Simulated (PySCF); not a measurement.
Checking a proposed structure

A compound C₃H₃F₃ gives the data below (simulated from a calculation) and was assigned the structure `C=C(F)C(F)F`.

$^{13}$C{$^{1}$H} NMR (computed): δ 172.8 (C, ddd, J = 371.7, 369.8, 12.1 Hz), 81.2 (CH2, dd, J = 238.6, 7.9 Hz), 81.1 (CH, dt, J = 24.7, 19.7 Hz).

$^{1}$H NMR (600 MHz, computed): δ 5.04 (ddt, J = 55.2, 9.7, 2.1 Hz, 2H), 4.54 (dtd, J = 19.3, 9.7, 4.8 Hz, 1H).

Theory: shieldings: GIAO PBE/pcSseg-2, B3LYP/pcJ-1 coupling constants, PBE0-D3(BJ)/def2-SVP structure, in PySCF (fast rotation and ring inversion assumed for equivalent nuclei, relativity neglected, single conformer, no solvent).

δ = σ(ref) − σ, references computed at the same level: $^{1}$H and $^{13}$C vs TMS.

Question: Compare with the shifts computed for the proposed structure, pairing carbons in order of shift.

Answer: Mapped SMILES: `[CH2:1]=[C:2]([F:3])[CH:4]([F:5])[F:6]`. Each H is labelled by its parent atom.

| atom | computed for proposal | given list | difference |
| --- | --- | --- | --- |
| C2 | 178.4 | 172.8 | +5.6 |
| C4 | 122.3 | 81.2 | +41.1 |
| C1 | 98.7 | 81.1 | +17.6 |

The rms difference is 26.0 ppm and the largest +41.1 ppm at C4 (allylic sp3 CH bonded to 2 F). The carbon types in order of shift don't match either: C, CH, CH2 for the proposal against C, CH2, CH in the data. The proposal doesn't fit.

Question: Which isomer fits?

Answer: SMILES FC(=CCF)F.

Carbon types of the structure: 1 × C, 1 × CH, 1 × CH2, which accounts for all hydrogens. δC 172.8: fully substituted alkene carbon. δC 81.2: allylic sp3 CH2 bonded to F; pulled downfield by the heteroatom. δC 81.1: alkene CH. δH 5.04: hydrogen on an allylic sp3 CH2 bonded to F; its carbon carries F, an electronegative neighbour. The protons at 5.04 and 4.54 share a coupling of 9.7 Hz (vicinal).

This is the structure that produced the data.

Common functionals overestimate the size of one-bond C–F couplings by tens of Hz; these are unscaled. Splittings below 1 Hz are ignored in the labels, and close J values are merged. Unscaled 3J(H,H) at this level run about 10 % above measured values. Shifts are as computed, not scaled to solution data. Of 1211 compounds with measured shifts, 218 miss one by over three times the rms of a fit or turn the order of signals round; such compounds aren't used in these exercises. Couplings across =CH–CH2 type bonds come from one rotamer and its mirror image, and can be 1–2 Hz further off. Only one conformer was computed, so three-bond couplings in flexible chains and rings are approximate.
